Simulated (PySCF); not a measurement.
butadiene cation (C₄H₆), SMILES C=CC=C (connectivity only; charge and spin as stated), charge +1, multiplicity 2. The structure is a stationary point at PBE0-D3(BJ)/def2-SVP. The spin state was assumed, not searched. One conformer was computed; it need not be the lowest.

Method: PySCF with PBE0-D3(BJ)/def2-SVP.

Harmonic wavenumbers (cm⁻¹): 191, 292, 431, 515, 515, 911, 936, 993, 1012, 1036, 1046, 1278, 1281, 1292, 1350, 1476, 1513, 1682, 3168, 3170, 3199, 3205, 3292, 3293. Rotational constants (GHz): 40.66, 4.435, 3.999; symmetry number 2.

### Question
Work out the zero-point energy and the ideal-gas rigid-rotor harmonic-oscillator thermochemistry at 298.15 K and 1 atm.

### Answer
ZPE = ½ Σ hcν = ½ × 37076 cm⁻¹ = 221.76 kJ/mol. H − E(el) = 236.95 kJ/mol. Entropy in J/(mol K): translation 158.52, rotation 93.04, vibration 27.29, spin 5.76, total 284.61. G − E(el) = 152.09 kJ/mol. Cp = 77.28 J/(mol K).
